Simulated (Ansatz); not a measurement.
# CH6NSi: the cost of one run

All numbers are computed with Ansatz 0.2.0 through its Python package. Level of theory: r2SCAN0/cc-pVDZ.

## 1. The system

Bond lengths: C1–N2 1.431 Å, N2–Si3 1.731 Å, C1–H4 1.145 Å, C1–H5 1.160 Å, C1–H6 1.079 Å, Si3–H7 1.537 Å, Si3–H8 1.452 Å, Si3–H9 1.536 Å. Angles: C1–N2–Si3 110.7°, N2–C1–H4 115.6°, N2–C1–H5 108.7°, N2–C1–H6 116.3°, H4–C1–H5 103.7°, H4–C1–H6 110.2°, H5–C1–H6 100.5°, N2–Si3–H7 110.3°, N2–Si3–H8 112.5°, N2–Si3–H9 109.3°, H7–Si3–H8 107.5°, H7–Si3–H9 106.2°, H8–Si3–H9 110.8°.

The script holds or builds the structure itself.

## 2. Script

run_scan.py

```python
"""Potential curve of CH6NSi along one bond."""

import ansatz
import numpy as np


def main() -> None:
    geometry_ang = [
        ("C", (-0.5745, 0.8435, -0.8022)),
        ("N", (-0.5894, 0.4719, 0.5801)),
        ("Si", (0.5018, -0.84, 0.8732)),
        ("H", (0.4126, 1.2788, -1.1866)),
        ("H", (-1.3352, 1.7037, -0.964)),
        ("H", (-0.9543, 0.1109, -1.4977)),
        ("H", (1.9403, -0.4256, 0.5235)),
        ("H", (0.1825, -2.0164, 0.084)),
        ("H", (0.5047, -1.1728, 2.3727)),
    ]
    geometry = ansatz.Crystal.molecule()
    for symbol, xyz in geometry_ang:
        geometry = geometry.atom(symbol, xyz)

    symbols = [site.symbol for site in geometry.cartesian_sites]
    start = np.array([site.position_ang for site in geometry.cartesian_sites])
    axis = (start[5] - start[0]) / np.linalg.norm(start[5] - start[0])
    moving = [5]
    lengths, energies = [0.95, 0.993, 1.036, 1.079, 1.122, 1.166, 1.209, 1.273], []
    for length in lengths:
        xyz = start.copy()
        xyz[moving] += (length - np.linalg.norm(start[5] - start[0])) * axis
        point = ansatz.Crystal.molecule()
        for symbol, place in zip(symbols, xyz):
            point = point.atom(symbol, place.tolist())
        job = (
            point.calculation()
            .basis(gaussian="cc-pVDZ")  # atom-centred Gaussian functions
            .functional("r2scan0")
            .spin("collinear", total=1)
        )
        data = job.run().report
        energies.append(data["free_energy_ev"])
        print(f"r = {length:6.3f} A  E = {energies[-1]:.5f} eV  <S^2> = {abs(data['mean_field']['state']['spin_squared']):.3f}")

    # quartic fit about the minimum
    fit = np.polynomial.Polynomial.fit(lengths, np.array(energies) - min(energies), 4).convert()
    roots = [r.real for r in fit.deriv().roots() if abs(r.imag) < 1e-9 and fit.deriv(2)(r.real) > 0]
    r_e = min(roots, key=lambda r: abs(r - lengths[int(np.argmin(energies))]))
    print(f"minimum of the fit at {r_e:.4f} A, force constant {fit.deriv(2)(r_e):.2f} eV/A^2")


if __name__ == "__main__":
    main()
```

## 3. Running it

Run with:

```sh
$ python run_scan.py
```

What time and memory should one allow on 1 thread of Arm Neoverse V2, shared host?

About 57 s, with a peak of 0.27 GiB.
